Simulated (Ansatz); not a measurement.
Ansatz (a program for electronic structure) input (r2SCAN/cc-pVTZ):

Ansatz 0.2 input:
```yaml
crystal:
  periodic: [false, false, false]
  atoms:
    - {symbol: F, position_ang: [-0.00000000, -0.00000000, -0.69824324]}
    - {symbol: F, position_ang: [0.00000000, 0.00000000, 0.69824324]}
basis:
  gaussian:
    orbitals: cc-pVTZ
    final_grid: {core_spheres: 6, valence_spheres: 5, degree: 17}
hamiltonian:
  xc: {name: r2SCAN}
magnetization: {spin_polarized: false}
```

Output:

```
Functional definition: r2SCAN
integrals: 0.00 GiB planned
292 factors; their error is unknown
mean field: 0.07 GiB planned
mean field evaluation 1: about -5428.6078 eV, gradient 1.5e1 eV
mean field evaluation 2: about -5428.7546 eV, gradient 9.0e0 eV
mean field evaluation 4: about -5428.8422 eV, gradient 4.7e-1 eV
mean field evaluation 8: about -5428.8283 eV, gradient 2.1e-3 eV
mean field -5428.82833234 eV, -199.5057614213 hartree, gradient 2.5e-6 eV, S^2 0.000000; 0 other end points of the search recorded, 0 dependent functions left out
reference -5428.82833295 eV, -199.5057614440 hartree; 9, 9 occupied and 51, 51 virtual orbitals, 292 factors
Total energy: -5428.82833295 eV, -199.5057614440 hartree
```
